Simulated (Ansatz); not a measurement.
Input file:

```yaml
crystal:
  periodic: [false, false, false]
  atoms:
    - {symbol: Si, position_ang: [0.000000, 0.000000, 0.000000]}
    - {symbol: As, position_ang: [0.000000, 0.000000, 5.218000]}
basis:
  gaussian: {orbitals: 6-31G}
total_charge: 1
magnetization: {spin_polarized: false}
correlation: {method: bccd_t, electrons: outside_noble_gas}
scf: {omitted_lower_state_checks: [cluster_reference]}
output: {forces: true}
```

```sh
$ ansatz run in.yaml --threads 1 --pin off --events-out ev --progress --plain --max-ram 2393MiB
```

Output:

```
these checks for a lower state are left out or cut short: cluster_reference
390 factors; integrals over basis functions are off by at most 6.0e-4 eV
mean field evaluation 1: about -68624.1256 eV, gradient 2.1e1 eV
mean field evaluation 2: about -68624.1282 eV, gradient 2.1e1 eV
mean field evaluation 4: about -68592.4935 eV, gradient 4.0e1 eV
mean field evaluation 8: about -68625.3481 eV, gradient 1.6e1 eV
mean field evaluation 16: about -68633.6831 eV, gradient 7.6e-2 eV
mean field evaluation 32: about -68633.2138 eV, gradient 5.1e-5 eV
mean field evaluation 64: about -68633.2304 eV, gradient 8.4e-1 eV
mean field evaluation 96: about -68633.2272 eV, gradient 6.3e0 eV
mean field evaluation 128: about -68632.7128 eV, gradient 9.4e0 eV
mean field evaluation 160: about -68631.7090 eV, gradient 1.3e1 eV
...
cycle  40  -3.87071292 eV  change   -4.2e-6 eV  update   1.5e-6
cycle  41  -3.87071694 eV  change   -4.0e-6 eV  update   1.1e-6
cycle  42  -3.87072101 eV  change   -4.1e-6 eV  update   7.5e-7
cycle  43  -3.87072423 eV  change   -3.2e-6 eV  update   5.8e-7
cycle  44  -3.87072605 eV  change   -1.8e-6 eV  update   4.4e-7
cycle  45  -3.87072686 eV  change   -8.2e-7 eV  update   2.9e-7
cycle  46  -3.87072717 eV  change   -3.1e-7 eV  update   1.9e-7
cycle  47  -3.87072734 eV  change   -1.7e-7 eV  update   1.2e-7
cycle  48  -3.87072753 eV  change   -1.9e-7 eV  update   9.2e-8
cycle  49  -3.87072755 eV  change   -1.5e-8 eV  update   7.6e-8
perturbative correction -0.29483562 eV, -0.0108350092 hartree
WARN: these amplitudes may be one of several solutions (largest doubles amplitude 0.78, level shift 2.79 eV)
the calculation of the forces begins
Total energy: -68637.84869939 eV, -2522.3944152979 hartree
Atom 0 at     0.000000     0.000000     0.000000 Å, force    -0.000000    -0.000000     0.059917 eV/Å
Atom 1 at     0.000000     0.000000     5.218000 Å, force     0.000000     0.000000    -0.059917 eV/Å
Dipole moment:    -0.000000    -0.000000    -3.103242 e Å
Checks for a lower state left out: cluster_reference
```

Forces (eV/Å):
```
Si   0.000  0.000  0.060
As   0.000  0.000 -0.060
```

Ran on 1 thread of Intel Xeon Platinum 8488C, shared host: 4.8 s wall, 0.19 GiB peak host memory.
